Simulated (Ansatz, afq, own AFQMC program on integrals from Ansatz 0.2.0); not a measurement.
Integrals from Ansatz 0.2.0, then the random walk in our own AFQMC program (afq).

```yaml
crystal:
  periodic: [false, false, false]
  atoms:
    - {symbol: C, position_ang: [-0.005396, -0.023534, -0.005442]}
    - {symbol: N, position_ang: [0.254047, 1.069612, 0.257222]}
    - {symbol: H, position_ang: [-0.248651, -1.046078, -0.251790]}
basis:
  gaussian: {orbitals: def2-TZVP}
total_charge: 1
magnetization: {spin_polarized: true, initial_magnetization: 1}
correlation: {method: ccsd_t, electrons: outside_noble_gas, hamiltonian_folder: ham}
```

```sh
$ ansatz run in.yaml --threads 1 --pin off --events-out ev --progress --plain --max-ram 24576MiB --backend cuda --devices 0, --max-vram 18GiB
```

Options of the walk:

```
--method phaseless --trial cisd --walkers 3900 --populations 20 --least-time 60 --time-step 0.005 --steps-per-block 50 --equilibration-blocks 28 --max-blocks 4000 --target-error 0.00018 --factor-cut 1e-05 --start spin_pure --seed 7072 --release-times 0.24,0.51,0.99,1.62,2.4 --release-step 0.03 --release-every 3 --taylor-order 6
```

Times are imaginary, in 1/Eh. The walk had a cap of 244 s. With eight or more populations the least sampling time is a fifth of least-time, and the error comes from their spread.

afq prints:

```
orbitals 66  electrons 5 4  factors 447 of 447
reference energy -92.47139328 Eh
CCSD correlation -0.28848349 Eh in 16 cycles, weight of the determinant in the CISD state 0.9007
energy of the start -92.759645 Eh
 block  time / (1/Eh)  mean weight  energy / Eh
     1     0.250  0.9996  -92.759376
     2     0.500  0.9999  -92.763332
     3     0.750  0.9998  -92.766785
     4     1.000  1.0002  -92.768288
     5     1.250  1.0002  -92.769813
    11     2.750  1.0006  -92.772297
    23     5.750  1.0001  -92.773353
    35     8.750  1.0004  -92.771768
    47    11.750  0.9999  -92.773145
    59    14.750  1.0002  -92.774692
    71    17.750  1.0000  -92.771364
    83    20.750  0.9999  -92.772112
    91    22.750  1.0001  -92.767404
    95    23.750  1.0000  -92.771788
   107    26.750  1.0001  -92.772568
   117    29.250  0.9995  -92.771643
error from the spread of 20 populations
released: time / (1/Eh)  energy / Eh  error  mean overlap
  0.24  -92.772628  0.000204  0.9963
  0.51  -92.773943  0.001000  0.9946
  0.99  -92.773453  0.000130  0.9889
  1.62  -92.773377  0.000098  0.9865
  2.40  -92.773773  0.000166  0.9775
energy -92.772334 +/- 0.000175 Eh
(rows thinned)
```

The run passed its tests (sampling time, drift between the halves within three errors, error under three times the target), which doesn't prove that it has relaxed. The second half of the sampling lies above the first by 2.2 errors of their difference, so the energy may still be moving and its error bar be too small.

Against this walk (error 4.8 meV) on the same determinant: CCSD(T) 13.8 meV higher, CCSDT(Q) 31.4 meV lower. The error is statistical and leaves out the bias of the constraint. The released energies have errors that jump between times, so the bars are unsure (meV from the phaseless value at times in 1/Eh: -8 ± 6 at 0.24, -44 ± 27 at 0.51, -30 ± 4 at 0.99, -28 ± 3 at 1.62, -39 ± 5 at 2.40), so they give no level; they do show a bias of the constraint, and the last of them that isn't too noisy lies 8 meV below CCSDT(Q). CCSDT(Q) is the surest value here, so the walk's 31 meV above it is most likely the bias of the constraint with this trial, which can have either sign.

Cautions: constraint bias not in the error.

The walk took 2.6 min on 1 × NVIDIA H100 80GB HBM3 with 2 threads of AMD EPYC 7R13 Processor (Zen 3), with other jobs on the host (the card was shared). The log's last line is the phaseless energy.

CCSDT and higher add their correlation energy to the determinant of the CCSD(T) run, since their own runs factorise the integrals more tightly (a shift of under 2 meV). A walk keeps the symmetry of its determinant, which the program's search chose and which needn't be the lowest solution, so a lower state of the same spin and another symmetry isn't excluded.
